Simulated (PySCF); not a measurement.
Some computed properties have been withheld. Give your best values.

Thionylimide, HNOS.
InChI=1S/HNOS/c1-3-2/h1H

```json
{"property": "point group", "level": "PBE0-D3(BJ)/def2-TZVP", "value": "Cs"}
{"property": "rotational constants A, B, C", "level": "PBE0-D3(BJ)/def2-TZVP", "value": "?"}
{"property": "dipole moment", "level": "B97-2/pcSseg-2", "value": "?"}
{"property": "HOMO energy", "level": "B97-2/pcSseg-2", "value": "-8.70 eV"}
{"property": "LUMO energy", "level": "B97-2/pcSseg-2", "value": "-2.81 eV"}
{"property": "1H chemical shifts (computed TMS as zero) by class", "level": "GIAO B97-2/pcSseg-2", "value": "?"}
{"property": "isotropic shieldings of nuclei other than C and H, by class", "level": "GIAO B97-2/pcSseg-2", "value": "-77 (1 N), -206 (1 O), -204 (1 S) ppm"}
```

The electronic properties come from PySCF, for the isolated species, density fitting. Geometry: PBE0-D3(BJ)/def2-TZVP; no solvent, vibrations or thermal averaging.

Problem. Give the dipole moment.

Solution. 0.87 D.

Problem. What are the rotational constants A, B, C?

Solution. 49.157, 9.971, 8.290 GHz.

Problem. What are the 1H chemical shifts (computed TMS as zero) by class?

Solution. 11.15 (1 H) ppm.

The dipole equals about 2.9 × 10⁻³⁰ C·m (1 D = 3.33564 × 10⁻³⁰ C·m). With B = h/(8π²I), that is 505.379 GHz u Å² over I, the principal moments of inertia are 10.3, 50.7 and 61.0 u Å² (most abundant isotopes).

For the geometry optimisation (PBE0-D3(BJ)/def2-TZVP), hardware: one thread, Intel Xeon Platinum 8375C at 2.90 GHz (x86_64), no GPU (shared host). Cost: 17 s of wall time, 0.41 GiB resident at most.
